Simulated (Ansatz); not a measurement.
HNaO (`[OH][Na]`), relaxed with RKS PBE-D4/def2-SVP in the Gaussian-basis code of Ansatz from a rough embedded geometry. The force threshold is 0.03 eV/Å; the program also tests the step.

Charge 0, multiplicity 1.

Start:

```xyz
3

O    -0.094    0.195   -0.632
Na   -0.628   -0.985    0.891
H     0.722    0.790   -0.258
```

| step | energy (eV) | largest force (eV/Å) | largest move (Å) |
| --- | --- | --- | --- |
| 1 | -6470.6763 | 2.864 | 0.000 |
| 2 | -6470.8566 | 1.292 | 0.049 |
| 3 | -6470.8939 | 0.428 | 0.044 |
| 4 | -6470.9021 | 0.177 | 0.026 |
| 5 | -6470.9078 | 0.180 | 0.027 |
| 6 | -6470.9123 | 0.035 | 0.047 |
| 7 | -6470.9126 | 0.004 | 0.013 |

End:

```xyz
3

O    -0.006    0.202   -0.465
Na   -0.706   -1.058    0.890
H     0.712    0.856   -0.426
```

Hardware: 2 threads of a server CPU on a shared host. Wall time 4.3 s, peak host memory 0.4 GiB.
